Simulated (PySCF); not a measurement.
The same gas-phase reaction for Si, Ge, Sn:
- SiH2 + NH3 → SiH4 + NH
- GeH2 + NH3 → GeH4 + NH
- SnH2 + NH3 → SnH4 + NH

Computed with PySCF and rigid-rotor harmonic-oscillator thermochemistry at 1 bar. † marks an energy on the PBE0/def2-TZVP geometry and frequencies. Open shells (unrestricted): NH (multiplicity 3); the rest are closed-shell singlets. B3LYP is the form with VWN-RPA correlation. Sn: scalar-relativistic def2 core potential, no spin-orbit coupling. Ge: all electrons, no relativistic terms. GeH2, SnH2: computed as isolated molecules; such fragments, hydroxides, amides, oligomers or adducts are transient or little studied in the gas.

ΔH°(298 K) in kJ, by level:

```csv
level,Si,Ge,Sn
ωB97M-V/def2-TZVP†,163.4,___,310.1
B3LYP/def2-TZVP†,151.5,___,318.0
PBE/def2-TZVP†,172.1,242.7,332.5
ωB97X-V/def2-TZVP†,146.7,___,300.7
M06-2X/def2-TZVP†,161.6,___,318.0
```

**Question.** Complete the blanks.

**Answer.** 
- ωB97M-V/def2-TZVP†, Ge: 231.9
- B3LYP/def2-TZVP†, Ge: 229.2
- ωB97X-V/def2-TZVP†, Ge: 217.0
- M06-2X/def2-TZVP†, Ge: 233.8
